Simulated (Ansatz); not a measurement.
A made-up structure of CH₂AlO, doublet:

O1  (0.235, -1.173, 1.989)
C2  (0.120, -0.593, 1.003)
Al3  (-0.079, 0.384, -0.646)
H4  (-1.327, -0.075, -1.484)
H5  (0.507, -1.183, 2.920)
(Å)

It is relaxed with PBE-D4/def2-SVP and then PBE0-D4/def2-TZVP (Ansatz 0.2.0). Atoms count as bonded within 1.22 times the sum of their covalent radii (H–H: 0.88 Å). The end point is not checked to be a true minimum.

Question: Does its bonding change? (Judge from chemistry; the calculation decides.)

Answer: The calculation gives: No: no bond forms or breaks.

Where it ends: The first stage lowers the energy by 1.37 eV in 12 steps. It ends as CH₂AlO ([OH][C][AlH]):
```xyz
5
angstrom
O 0.3896 -1.4215 2.0550
C -0.1021 -0.9461 0.9461
Al -0.2104 0.3891 -0.3578
H -1.1736 0.0825 -1.5877
H 0.5525 -0.7435 2.7257
```

Labels in which every atom is bracketed show which atoms are joined, not bond orders.

For scale, one of the runs: PBE0-D4/def2-TZVP relaxation, 111 basis functions, launched by `ansatz run in.yaml --threads 2 --pin off --events-out ev --progress --plain --max-ram 4352MiB`. Hardware: 2 CPU threads of an Arm Neoverse V1, shared host. Wall time about 40 s.
